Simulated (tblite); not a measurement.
Compound: C5H10O.
Atom-mapped SMILES: `[CH2:1]=[C:2]([CH3:3])[CH2:4][O:5][CH3:6]` (hydrogens: H7, H8 on C1; H9, H10, H11 on C3; H12, H13 on C4; H14, H15, H16 on C6)

Computed with GFN2-xTB (tblite), gas phase: Langevin dynamics at 400 K from the optimised GFN2-xTB geometry, time step 0.5 fs, friction 0.01 fs⁻¹, 2000 steps. The instantaneous temperature is 2·E(kin)/(3Nk) with all 3N coordinates.

```csv
t (fs),T (K),E(pot) above start (eV),C1=C2 (Å),C2–C3 (Å),C2–C4 (Å),C4–O5 (Å),O5–C6 (Å),C1–H7 (Å),C1–C2–C4–O5 (°)
0,325,0.000,1.322,1.496,1.506,1.414,1.400,1.077,-123
50,221,0.363,1.323,1.520,1.481,1.409,1.435,1.055,-114
100,389,0.379,1.327,1.518,1.469,1.432,1.377,1.145,-134
150,289,0.645,1.318,1.523,1.508,1.380,1.416,1.071,-151
200,450,0.786,1.326,1.551,1.547,1.423,1.385,1.046,-164
250,412,0.603,1.344,1.422,1.534,1.446,1.422,1.129,-152
300,386,0.900,1.317,1.522,1.553,1.386,1.404,1.076,-150
350,438,0.556,1.339,1.517,1.483,1.480,1.410,1.099,-131
400,414,0.479,1.306,1.612,1.523,1.430,1.408,1.112,-117
450,465,0.510,1.343,1.540,1.503,1.386,1.393,1.041,-80
500,413,0.656,1.319,1.474,1.503,1.452,1.408,1.064,-89
550,409,0.737,1.342,1.478,1.530,1.385,1.469,1.154,-82
600,384,0.756,1.310,1.518,1.489,1.408,1.379,1.068,-77
650,333,0.610,1.365,1.492,1.495,1.451,1.383,1.124,-105
700,388,0.550,1.301,1.571,1.537,1.443,1.447,1.094,-122
750,243,0.689,1.354,1.424,1.566,1.404,1.393,1.050,-128
800,439,0.897,1.300,1.458,1.530,1.387,1.414,1.138,-125
850,229,0.915,1.349,1.475,1.530,1.409,1.457,1.046,-104
900,418,0.613,1.308,1.541,1.517,1.362,1.409,1.120,-94
950,366,0.577,1.325,1.558,1.481,1.428,1.424,1.113,-92
1000,325,0.576,1.365,1.537,1.569,1.409,1.351,1.040,-85
```

**Question.** From 500 fs on, how do temperature and potential energy compare with equipartition?

**Answer.** The mean temperature of these 11 frames is 359 K against the target 400 K, and the mean potential energy 0.69 eV against 42 × kT/2 = 0.72 eV for 42 classical harmonic modes. For 16 atoms in a canonical ensemble the temperature itself scatters by T·√(2/(3N)) = 82 K; here its standard deviation is 67 K. The whole run lasts only 10 friction times of 100 fs, so these averages carry a wide statistical error.

**Question.** What are the kinetic and total energies of the listed frame with the highest potential energy?

**Answer.** The one at 850 fs, 0.915 eV above the start. Its kinetic energy is 3NkT/2 = 0.474 eV at 229 K, so the sum is 1.39 eV; over the listed frames the sum runs from 0.67 to 1.81 eV, since the thermostat adds and removes energy.

**Question.** How much do the listed bonds fluctuate from 500 fs on?

**Answer.** 
```csv
bond,at the start (Å),mean (Å),standard deviation (Å)
C1=C2,1.322,1.331,0.024
C2–C3,1.496,1.502,0.044
C2–C4,1.506,1.522,0.028
C4–O5,1.414,1.412,0.027
O5–C6,1.400,1.412,0.034
C1–H7,1.077,1.092,0.038
```

The motion is classical and holds no zero-point motion.

What follows is the cost of the whole dynamics run. The run took 9.1 s on one thread, Arm Neoverse V1 (aarch64), shared host with 64 logical CPUs at a one-minute load of 40, and the process peaked at 0.18 GiB of memory.
